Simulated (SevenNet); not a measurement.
# 1T (CdI2-type) PtSe2

The numbers are results of the machine-learned potential SevenNet-0 (trained on PBE and PBE+U data), not measurements.

Cell (relaxed at this level):

Space group P-3m1 (No. 164); a = 3.760 Å, b = 3.760 Å, c = 5.602 Å, α = 90.00°, β = 90.00°, γ = 120.00°

| atom | site | symmetry | x | y | z |
|---|---|---|---|---|---|
| Pt | 1a | -3m. | 0.0000 | 0.0000 | 0.0000 |
| Se | 2d | 3m. | 0.3333 | 0.6667 | 0.2336 |

```json
{
 "lattice_parameter_a": "3.760 Å",
 "lattice_parameter_c": "5.602 Å"
}
```

Measured, for comparison: lattice constant a 3.727 Å (temperature not stated, not corrected to a static lattice; as tabulated in Björkman (2014), arXiv:1406.2436); lattice parameter c 5.074 Å (temperature not stated, zero-point anharmonic expansion removed (computed with revB86b-DF2); no thermal correction; as tabulated in Björkman (2014), arXiv:1406.2436). Computed (rounded) less measured: lattice constant a +0.9 %, lattice parameter c +10.4 %.

A machine-learned potential is trained on density-functional data: it inherits that level's misses and adds fitting errors of its own.

Note: the model's c/a of 1.49 is far from the 1.36 of the starting cell; this model's volume lies 12 % above that of the starting cell (a measured, published or database cell).
